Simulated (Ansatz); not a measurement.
# C2H2O3: the cost of one run

Method: RKS SPW92 (LDA)/def2-TZVP; program: Ansatz 0.2.0.

### Step 1. Where the work starts

SMILES `O=C1OCO1`, 7 atoms, charge 0, spin multiplicity 1.

Atoms are counted from 1 here; the program's logs count them from 0.

Bond lengths: O1–C2 1.188 Å, C2–O3 1.384 Å, C2–O5 1.384 Å, O3–C4 1.434 Å, C4–O5 1.434 Å, C4–H6 1.110 Å, C4–H7 1.110 Å. Angles: O1–C2–O3 132.2°, O1–C2–O5 132.2°, O3–C2–O5 95.6°, C2–O3–C4 86.6°, O3–C4–O5 91.3°, O3–C4–H6 112.8°, O3–C4–H7 112.8°, O5–C4–H6 112.8°, O5–C4–H7 112.8°, H6–C4–H7 112.6°, C2–O5–C4 86.6°.

As a file:

```
O    -0.37415   -2.25931    0.16192
C    -0.17539   -1.09152    0.07441
O     0.92951   -0.31158    0.36850
C     0.14800    0.80869   -0.06786
O    -0.96899   -0.04263   -0.35653
H    -0.06114    1.53181    0.74805
H     0.56335    1.29665   -0.97429
```

This geometry comes from a loose relaxation at PBE in a small basis, which is not shown.

### Step 3. Setting up the map

- bond length C4–H6: 15 values from 0.970 to 1.378 Å
- bond length C4–H7: 15 values from 0.904 to 1.654 Å

Nothing else is relaxed (all other coordinates rigid). Energies count from the relaxed molecule at the same level. Points are written as (first, second).

(The set-up runs are not shown.)

### Step 4. Grid point (1.116 Å, 1.118 Å)

Contents of input.yaml:

```yaml
crystal:
  periodic: [false, false, false]
  atoms:
    - { symbol: O, position_ang: [-0.370731, -2.239247, 0.160338] }
    - { symbol: C, position_ang: [-0.17368, -1.081595, 0.073639] }
    - { symbol: O, position_ang: [0.919477, -0.308766, 0.364569] }
    - { symbol: C, position_ang: [0.147426, 0.805083, -0.067546] }
    - { symbol: O, position_ang: [-0.958579, -0.042796, -0.352661] }
    - { symbol: H, position_ang: [-0.065569, 1.52582, 0.757456] }
    - { symbol: H, position_ang: [0.566078, 1.288993, -0.984326] }
basis:
  gaussian: { orbitals: def2-TZVP }
hamiltonian:
  xc: lda
output:
  forces: true
```

Started as:

```console
$ ansatz run input.yaml --threads 1 --pin off --max-ram 2560MiB --backend cpu --events-out ev --progress --plain --runs-dir out
```

Q: Estimate wall time and peak memory on 1 thread of AMD EPYC 9R45 (Zen 5), shared host.

About 1.2 s, with a peak of 0.17 GiB.
